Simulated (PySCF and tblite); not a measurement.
The numbers below are computed, except where a source is named.
2-fluorothiophene, C4H3FS, numbered as in [F:1][c:2]1[cH:3][cH:4][cH:5][s:6]1.

Classical Langevin dynamics with GFN2-xTB (tblite), gas phase: time step 1.5 fs, H mass 4 u, friction 0.005 fs⁻¹, 400 steps to settle and 8000 to sample, one trajectory a temperature from the lowest conformer.

GIAO shieldings at PBE0/pcSseg-1 (IEF-PCM, tetrahydrofuran) (PySCF) on 7 frames a temperature; like atoms are averaged, and of two unlike H on one atom a is the less shielded at the minimum.

Problem. How far do thermal motions move the shieldings from their values at the minimum?

Solution. 
```
signal  σ at minimum (ppm)     Δσ, 150 K     Δσ, 300 K     Δσ, 600 K
    F1               310.1    -8.4 ± 2.4     2.6 ± 3.3   -18.3 ± 6.3
    C2                 7.8    -4.4 ± 1.5     2.0 ± 1.9    -8.2 ± 2.8
    C3                74.3    -0.3 ± 0.8    -2.5 ± 2.0    -2.6 ± 2.3
    C4                57.8     0.6 ± 1.8    -4.4 ± 1.1    -3.7 ± 1.1
    C5                64.7    -0.4 ± 1.1    -1.9 ± 1.9    -2.5 ± 3.5
    S6               321.0   -14.4 ± 6.1     0.7 ± 8.9  -42.8 ± 10.7
    H3               24.82   0.28 ± 0.12  -0.11 ± 0.26   0.04 ± 0.29
    H4               24.58  -0.10 ± 0.12  -0.57 ± 0.11  -0.11 ± 0.15
    H5               24.93  -0.09 ± 0.11  -0.24 ± 0.18  -0.50 ± 0.18
```

Errors are standard errors over frames. Zero-point motion is missing, and a reference compound would move too.

Problem. What do the single frames at 150 K give for C5?

Solution. 
```tsv
t (fs)	V above the minimum, tight binding (kcal/mol)	E above it, DFT (kcal/mol)	torsions (°)	σ (ppm)
1456	2.3	2.2	none	61.3
3171	1.8	1.5	none	63.5
4886	1.9	2.0	none	64.7
6600	3.2	3.4	none	69.2
8314	4.4	5.0	none	64.6
10029	3.7	4.6	none	66.2
11744	3.9	4.7	none	61.0
```

Problem. How does the lowest singlet excitation (PBE0/def2-SVPD) spread?

Solution. 5.64 eV at the minimum; 5.55 eV with a spread of 0.06 eV at 150 K; 5.56 eV with a spread of 0.23 eV at 300 K; 5.57 eV with a spread of 0.23 eV at 600 K.

Changes within two standard errors are not significant.

The study took 12 min on 1 thread of Arm Neoverse N1 (shared host) (rough), peak memory 0.7 GiB, launched as `OMP_NUM_THREADS=1 python ens_run.py task.json out`.
